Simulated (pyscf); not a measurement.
Optimised with ωB97X-D3(BJ)/def2-SVP in PySCF.

### Question
`[NH2][SiH]([Cl])[Cl]` + `[OH2]` → `[NH2][SiH]([OH])[Cl]` + `[ClH]`
Surface: singlet. Broken: Cl–Si, H–O. Formed: O–Si, Cl–H. Give ΔE‡ and ΔE from ωB97M-D3(BJ)/def2-TZVP, relative to the separated reactants.

### Answer
ΔE‡ = 8.8 kcal/mol, ΔE = -2.9 kcal/mol. Zero-point energy shifts the barrier by +0.8 kcal/mol. It is a four-centre exchange, with an imaginary mode of 283i cm⁻¹. On the reactant side the descent ends in an adduct with a O–Si contact, 5.4 kcal/mol over the separated species and 4.3 kcal/mol under the saddle at ωB97X-D3(BJ)/def2-TZVP. On the product side the descent ends in a complex, 5.4 kcal/mol under the separated species and 16.0 kcal/mol under the saddle at ωB97X-D3(BJ)/def2-TZVP. What is counted as formed (O–Si) is already present as a longer contact in the reactant adduct; forming that adduct is a step of its own. One saddle was located; it need not be the lowest between these sides.
